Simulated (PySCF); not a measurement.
Compound: PH3.
SMILES: `P`

Computed with PBE0-D3(BJ)/def2-SVP geometry optimisation, gas phase in PySCF 2.14.0.

Masses are those of the commonest isotopes; rigid-rotor values at the optimised geometry. 

What are A, B and C (MHz)?

Ia = 3.84, Ib = 3.84, Ic = 4.33 u·Å²; 505379 MHz·u·Å²/I gives A = 131459, B = 131451, C = 116757 MHz.

Classify the top.

An oblate symmetric top, as the point group C3v requires two equal moments; the computed ones differ by 0.01 % because the geometry is symmetric only within the optimiser's tolerance; Ray's κ = 0.999.

Is it planar, by Δ = Ic − Ia − Ib?

Not planar: Δ = Ic − Ia − Ib = -3.36 u·Å². For a rigid frame Δ = −2 Σ m c², so Σ m c² = 1.68 u·Å² lies off the ab plane: 1.53 from hydrogen and 0.15 from heavier atoms. The atom farthest from that plane is 0.71 Å away.

Where do the R-branch lines fall?

The dipole of 0.91 D lies along the symmetry axis, so ΔK = 0 and J+1 ← J falls at 2B(J+1) for every K: 262.91 GHz, 525.82 GHz, 788.73 GHz, 1051.64 GHz, 1314.55 GHz for J = 0 to 4.

Estimate the classical rotational partition function at 100 K, 298.15 K and 500 K.

Point group C3v, symmetry number σ = 3; q = (√π/σ)·√((kT/h)³/(ABC)), k/h = 20836.6 MHz/K: 39.6 at 100 K, 204 at 298.15 K, 442 at 500 K.

Whether it is a minimum is left open (no frequencies). These are rigid-rotor constants of the computed structure; measured ground-state constants (B0) also hold zero-point vibration.
